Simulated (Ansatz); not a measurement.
**LiMg− (triplet): the correlation ladder at distance Li1–Mg2 = 4.072 Å, aug-cc-pVTZ**

Aim: climb from Hartree-Fock through coupled cluster for LiMg− (triplet) at one geometry and basis, and see what each rung misses.

Program: Ansatz 0.2.0, Gaussian basis. Level of theory: aug-cc-pVTZ, core rule «outside noble gas», up to 6 orbitals frozen. These are calculated values, not measurements.

The runs, in order: UHF; CCSD(T) on ROHF; CCSD(T) on UHF; BCCD(T) on ROHF; CCSDT(Q) on ROHF; CCSDT(Q) on UHF; Full CI.

38 further runs of the same task are left out: 21 for a known fault of the program, 10 that didn't finish, 7 set aside as unsound or not needed.

## (1) What is computed

The geometry derives from a PBE0/def2-TZVPD stationary point (not a proven minimum). One bond is set to the value named and the two fragments are kept rigid.

2 atoms, charge -1, spin multiplicity 3.

Atoms are counted from 1 here; the program's logs count them from 0.

No contacts short enough for the rule that draws bonds.

## (2) UHF

in.yaml reads:

```yaml
crystal:
  periodic: [false, false, false]
  atoms:
    - {symbol: Li, position_ang: [0.000000, 0.000000, 0.000000]}
    - {symbol: Mg, position_ang: [0.000000, 0.000000, 4.072000]}
basis:
  gaussian: {orbitals: aug-cc-pVTZ}
total_charge: -1
magnetization: {spin_polarized: true, initial_magnetization: 2}
hamiltonian: {xc: hf}
output: {orbitals: {seedname: orbitals}}
```

On the command line:

```bash
$ ansatz run in.yaml --threads 1 --pin off --events-out ev --progress --plain --max-ram 2393MiB
```

Further steps of the session: CCSD(T) on ROHF; CCSD(T) on UHF; BCCD(T) on ROHF; CCSDT(Q) on ROHF; CCSDT(Q) on UHF; Full CI.

Q: Predict the results of all the runs planned. Wanted: FCI from the RHF energy; RMP2 from FCI; UMP2 from FCI; RCCSD from FCI; RCCSD(T) from FCI; UCCSD(T) from FCI; RCCSDT(Q) from FCI; UCCSDT(Q) from FCI; T1 diagnostic.

**Answer**, as computed:

| quantity | value |
| --- | --- |
| FCI from the ROHF energy | -1.3557 eV |
| RMP2 from FCI | +9.85 kcal/mol |
| UMP2 from FCI | +10.03 kcal/mol |
| RCCSD from FCI | +1.57 kcal/mol |
| RCCSD(T) from FCI | +0.48 kcal/mol |
| UCCSD(T) from FCI | +0.46 kcal/mol |
| RCCSDT(Q) from FCI | +0.01 kcal/mol |
| UCCSDT(Q) from FCI | 0.00 kcal/mol |
| levels within 1 kcal/mol (43 meV) | RCCSD(T), UCCSD(T), BCCD(T), RCCSDT, UCCSDT, RCCSDT(Q), UCCSDT(Q) |
| T1 diagnostic | 0.052 |
| effectively unpaired electrons | 2.10 |

RCCSD(T) lands +0.48 kcal/mol from the yardstick (1.5 % of the correlation energy). The occupations are near whole numbers, but T1 = 0.052 shows that the orbitals relax strongly. These misses are within one basis, not against nature; the frozen cores of restricted and unrestricted runs differ, which can shift their rows.

Levels on UHF freeze UHF's core orbitals, full CI those of ROHF, so the U rows can settle a little off it for that reason alone.
